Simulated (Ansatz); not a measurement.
Dissociation curve of Li2, singlet.

- RKS-PBE = restricted PBE/aug-cc-pVQZ run with Ansatz (an electronic-structure program)
- UKS-PBE = unrestricted PBE/aug-cc-pVQZ run with Ansatz
- RKS-CAM-B3LYP = restricted CAM-B3LYP/aug-cc-pVQZ run with Ansatz
- FCI = Ansatz with full CI/aug-cc-pVQZ, frozen core

Energies relative to the lowest point of each curve near equilibrium, in kcal/mol; the last columns give the error against full CI:

```
R / Å  RKS-PBE  UKS-PBE  RKS-CAM-B3LYP   FCI  RKS-PBE − FCI  UKS-PBE − FCI  RKS-CAM-B3LYP − FCI
-----  -------  -------  -------------  ----  -------------  -------------  -------------------
2.07      11.5     11.5           10.7  11.0            0.4            0.4                 -0.3
2.19       6.9      6.9            6.3   6.6            0.3            0.3                 -0.4
2.38       2.5      2.5            2.0   2.3            0.2            0.2                 -0.3
2.46       1.4      1.4            1.0   1.2            0.2            0.2                 -0.2
2.62       0.2      0.2            0.1   0.1            0.1            0.1                 -0.1
2.69       0.0      0.0            0.0   0.0            0.0            0.0                  0.0
2.74       0.0      0.0            0.1   0.0            0.0            0.0                  0.0
2.85       0.2      0.2            0.5   0.4           -0.1           -0.1                  0.1
2.92       0.5      0.5            1.0   0.7           -0.2           -0.2                  0.2
3.00       1.0      1.0            1.6   1.3           -0.3           -0.3                  0.3
3.15       2.2      2.2            3.1   2.7           -0.4           -0.4                  0.5
3.47       5.6      5.5            7.3   6.2           -0.7           -0.7                  1.0
3.73       8.6      8.3           11.0   9.4           -0.8           -1.1                  1.7
4.10      12.9     11.9           16.4  13.5           -0.6           -1.7                  2.8
4.61      18.2     15.6           23.2  18.0            0.2           -2.4                  5.2
4.94      21.1     17.3           27.2  20.0            1.1           -2.7                  7.2
5.37      24.3     18.7           31.6  21.7            2.6           -3.0                  9.9
6.03      27.9     19.8           37.2  23.0            4.8           -3.2                 14.1
6.82      30.6     20.2           42.0  23.7            6.9           -3.4                 18.4
7.35      31.7     20.3           44.5  23.8            7.9           -3.5                 20.6
8.22      32.8     20.3           47.4  24.0            8.8           -3.6                 23.5
```

RKS-PBE is furthest from FCI at 8.22 (8.8 kcal/mol, above); its mean absolute error over the points is 1.7 kcal/mol.

UKS-PBE is furthest from FCI at 8.22 (-3.6 kcal/mol, below); its mean absolute error over the points is 1.3 kcal/mol.

RKS-CAM-B3LYP is furthest from FCI at 8.22 (23.5 kcal/mol, above); its mean absolute error over the points is 5.1 kcal/mol.

The restricted form behind RKS-PBE, RKS-CAM-B3LYP keeps the bonding electrons paired and can't separate into open-shell fragments. The unrestricted determinant behind UKS-PBE is spin-contaminated at 3.47 to 8.22 Å (<S²> up to 1.0, against 0.00 for a pure singlet).
